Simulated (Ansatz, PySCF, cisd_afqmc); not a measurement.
System: C$_{2}$H$_{2}$Cl, charge 0, doublet. C2H2Cl (SMILES [CH]=CCl, doublet).
B3LYP-D3(BJ)/def2-TZVP minimum from Ansatz (a quantum-chemistry and plane-wave program):
```
C
C 1 1.2939
H 2 1.0745 1 142.67
H 1 1.0812 2 125.45 3 180.00
Cl 1 1.7731 4 111.99 2 -180.00
```
Charge 0, spin multiplicity 2.

Atomisation energy term by term, kcal/mol (programs: Ansatz, cisd_afqmc). Open shells are spin-unrestricted; no spin-orbit coupling. Correlated methods leave the cores frozen. Rows without X2C or -DK are non-relativistic. The Monte Carlo rows (phaseless AFQMC, CISD trial, step 0.005/hartree) carry one-sigma bars that omit the constraint's bias. Outlying blocks are dropped, and bars are widened where a walk drifts. Over all cases where full CI ran beside it in this data, AFQMC minus full CI had a median of +0.1 mEh and passed +0.4 mEh in a tenth of the cases. CBS(X,Y): correlation extrapolated as X^-3, Hartree-Fock from the larger set (Q,5: extrapolated as (X+1)exp(-9√X)). A bracket is a step between two methods taken in the basis named. '+ core + X2C': CCSD(T) terms for core correlation (cc-pwCVTZ, 1s frozen past Ne) and scalar relativity (cc-pVTZ-DK). Where a partner has so few electrons that a lower coupled-cluster level is exact, that level stands in. The UHF reference of C2H2Cl ([CH]=CCl, doublet) is spin-contaminated (<S^2> up to 0.20 over the pure value in the sets run).

| term | basis | kcal/mol |
|---|---|---|
| Hartree-Fock | CBS(cc-pV(Q+d)Z,cc-pV(5+d)Z) | 307.05 |
| CCSD correlation | CBS(cc-pV(Q+d)Z,cc-pV(5+d)Z) | 105.42 |
| (T) | CBS(cc-pV(Q+d)Z,cc-pV(5+d)Z) | 9.85 |
| CCSDT(Q) - CCSD(T) | cc-pV(D+d)Z | 0.96 |
| core correlation | cc-pwCVTZ | 2.23 |
| scalar relativity | X2C, cc-pVTZ-DK | -0.48 |
| minus zero-point energy | Hessian by PySCF at B3LYP-D3(BJ)/def2-TZVP | -18.05 |
| sum: D0 |  | 407.0 |

The step beyond CCSD(T) by other levels: AFQMC/CISD in cc-pV(D+d)Z 0.97 ± 0.27 kcal/mol.
